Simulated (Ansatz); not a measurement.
## HB–Ga–Cl, triplet: the ladder up to UCCSDT(Q)

Geometry: displaced at random from a stationary point.

```yaml
atoms:
  - { symbol: B, position_ang: [0.0023, -0.2671, 1.1947] }
  - { symbol: Ga, position_ang: [0.0015, 0.1577, -0.6734] }
  - { symbol: Cl, position_ang: [0.0495, 0.0297, -2.8172] }
  - { symbol: H, position_ang: [-0.0533, 0.0797, 2.2959] }
```

Basis cc-pVDZ; Ansatz 0.2.0. Only valence electrons are correlated (noble-gas cores and the filled d shells of p-block atoms frozen), which leaves 14 electrons in 44 orbitals. R marks a restricted (for open shells ROHF) determinant, U an unrestricted one. No spin–orbit coupling is included, and no scalar relativity.

Full CI isn't at hand for all of this; UCCSDT(Q) serves as the reference, and is uncertain by the last step of the cluster series or more. The frozen core follows each run's orbitals, which can shift R against U totals by a few meV for light atoms and by up to 0.1 eV past Ca.

* UHF ⟨S²⟩: 2.023
* T1 diagnostic (RCCSD): 0.0186
* largest doubles amplitude (RCCSD): 0.065
* T1 diagnostic (UCCSD): 0.0165

```
   level  E − E(UCCSDT(Q)) (kcal/mol)  wall time
     UHF                       178.47          –
    UMP2                        27.22          –
   UCCSD                         6.25          –
UCCSD(T)                         1.29      6.5 s
  UCCSDT                         0.43          –
```

Run but not shown, since their state, orbitals or frozen core can't be matched to the reference's or they repeat it: RHF, RMP2, RCCSD, RCCSD(T), BCCD(T), RCCSDT, RCCSDT(Q).

Times hold each run's SCF and search for its determinant on a shared host, so for small cases they say little of a method's own cost; they ran on 1 thread of Arm Neoverse V1.
